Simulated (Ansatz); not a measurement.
The inner images of a band of CHO$_{2}$ (4 atoms, charge 0, multiplicity 2) are given out of order.

Computed with Ansatz, UKS PBE0-D4/cc-pVDZ.

First end point:

```xyz
4
Properties=species:S:1:pos:R:3
O -1.160 0.005 0.525
C -0.051 -0.070 0.070
O 1.011 -0.725 0.113
H 0.256 0.730 -0.728
```

Last end point:

```xyz
4
Properties=species:S:1:pos:R:3
O -0.688 0.301 0.063
C 0.529 -0.239 -0.061
O 0.946 -1.181 0.517
H -0.731 1.059 -0.538
```

Put them in order from the first end to the last, with their energies above the first end.
A.
```xyz
4
Properties=species:S:1:pos:R:3
O -0.764 0.301 0.101
C 0.459 -0.224 -0.042
O 0.985 -1.144 0.468
H -0.624 1.008 -0.547
```
B.
```xyz
4
Properties=species:S:1:pos:R:3
O -1.009 0.167 0.323
C 0.184 -0.151 0.027
O 1.047 -0.930 0.263
H -0.166 0.855 -0.634
```
C.
```xyz
4
Properties=species:S:1:pos:R:3
O -0.899 0.281 0.182
C 0.325 -0.190 -0.007
O 1.040 -1.042 0.358
H -0.411 0.891 -0.553
```
D.
```xyz
4
Properties=species:S:1:pos:R:3
O -1.070 0.107 0.401
C 0.116 -0.126 0.038
O 1.038 -0.860 0.220
H -0.029 0.819 -0.680
```
E.
```xyz
4
Properties=species:S:1:pos:R:3
O -0.951 0.232 0.247
C 0.260 -0.171 0.007
O 1.050 -0.990 0.310
H -0.303 0.869 -0.585
```
F.
```xyz
4
Properties=species:S:1:pos:R:3
O -0.835 0.301 0.135
C 0.392 -0.209 -0.024
O 1.017 -1.097 0.414
H -0.518 0.945 -0.546
```
G.
```xyz
4
Properties=species:S:1:pos:R:3
O -1.122 0.065 0.468
C 0.040 -0.106 0.057
O 1.020 -0.796 0.162
H 0.117 0.777 -0.707
```

G (0.0 kJ/mol), D (+13.8 kJ/mol), B (+60.5 kJ/mol), E (+99.2 kJ/mol), C (+63.2 kJ/mol), F (+4.9 kJ/mol), A (-34.0 kJ/mol).

The run took 2.9 min on 1 thread of Arm Neoverse V2, on a shared host, peak memory 0.1 GiB.
